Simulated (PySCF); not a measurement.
## Boron: a sound run and one with changed settings

Sound run: B [He] 2s2 2p1, B⁺ [He] 2s2. Calculation: PySCF 2.14, in 6-31G* (3s2p1d, 14 functions); the non-relativistic Hamiltonian (point nucleus). The sound run starts from symmetry-adapted Hartree-Fock orbitals and uses a fine grid where one is needed.

A second run was set up differently.

```tsv
species	method	sound run (hartree)	changed run (hartree)	converged
B	UHF	-24.52197	-24.52197	yes
B	B3LYP	-24.65384	-24.65515	yes
B	M06-2X	-24.63929	-24.65480	yes
B⁺	UHF	-24.23404	-24.23404	yes
B⁺	B3LYP	-24.33988	-24.34109	yes
B⁺	M06-2X	-24.34081	-24.36363	yes
```

Ionisation energy of B:

```tsv
method	sound run (eV)	changed run (eV)
UHF	7.835	7.835
B3LYP	8.543	8.546
M06-2X	8.122	7.923
```

What was changed?
A. radial grid too coarse
B. too few SCF iterations
C. a valence shell is frozen
D. all electrons correlated in a valence basis

A. It used radial step 0.5 in ln r (0.13 in the sound run). A coarse radial grid mis-integrates the density and the exchange-correlation energy, with errors of either sign; Hartree-Fock needs no grid.
